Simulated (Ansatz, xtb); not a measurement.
## Isomers of CH2P2 in order of energy

4 gas-phase structures of CH2P2, found in a search over its isomers (lower ones may exist). Each was relaxed with GFN2-xTB:

A. `P#CP`, a singlet
B. `P=C=P`, a singlet
C. `C1P=P1`, a singlet
D. `C1=PP1`, a singlet

**Question.** Which do you expect lowest at r2SCAN-D4/def2-SVP, and how would the others follow?

**Answer.** Calculated order at r2SCAN-D4/def2-SVP: C (0.0), D (15.6), A (16.9), B (26.3) kcal/mol.

Energies above the lowest of each column, in kcal/mol; the last columns are at PBE0-D3(BJ)/def2-SVP geometries and were run for some of them only (a dash: not run or not comparable):

```csv
structure,GFN2-xTB,HF/STO-3G,r2SCAN-D4/def2-SVP,PBE0-D3(BJ)/def2-SVP,CCSD(T)/def2-TZVPP
C,0.0,0.0,0.0,0.0,0.0
D,14.7,16.6,15.6,15.0,14.2
A,22.1,9.6,16.9,19.0,14.3
B,33.7,34.3,26.3,–,–
```

Every level run on C puts it lowest or level with the lowest. Frequencies (PBE0-D3(BJ)/def2-SVP) were run for A, C, D alone.

Over these structures GFN2-xTB departs from r2SCAN-D4/def2-SVP by 3.4 kcal/mol on average once a common shift is removed. A GFN2-xTB relaxation took about 0.042 s and the r2SCAN-D4/def2-SVP energy about 1.2 s on a shared host (Ansatz 0.2.0, xtb 6.7.1).
